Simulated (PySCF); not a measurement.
Ethene, chloro-, C₂H₃Cl, SMILES C=CCl, point group Cs.

Level: PBE0/pcSseg-1 in PySCF (density fitting, grid level 2); geometry and Hessian at that level, cubic constants and property derivatives from steps of ±0.6 along each species' dimensionless normal coordinates, second-order vibrational perturbation theory. The parent has the commonest isotopes.

Equilibrium geometry in the parent's principal axes a, b, c (Å):

```tsv
atom	a	b	c
C1	-1.72	-0.29	0.00
C2	-0.67	0.50	0.00
Cl3	0.97	-0.08	0.00
H4	-2.72	0.15	0.00
H5	-1.64	-1.38	0.00
H6	-0.72	1.59	0.00
```

Ground-state constants (MHz). Parent: 57472.6, 5964.5, 5397.4. A species with one ¹³C: 55908.8, 5934.0, 5358.2.

**Question.** Which position carries the label?

**Answer.** Moments I = 505379/B are 8.7934, 84.7308, 93.6339 and 9.0394, 85.1669, 94.3186 u Å². With M = 61.9923 u and Δm = 1.0034 u, μ = MΔm/(M + Δm) = 0.9874 u. Kraitchman's equations give |a|, |b|, |c| = 0.665, 0.502, 0.038i Å. That is C2, whose equilibrium values are 0.667, 0.501, 0.000 Å. An imaginary value marks an atom near a principal plane, where vibrational terms outweigh the coordinate.
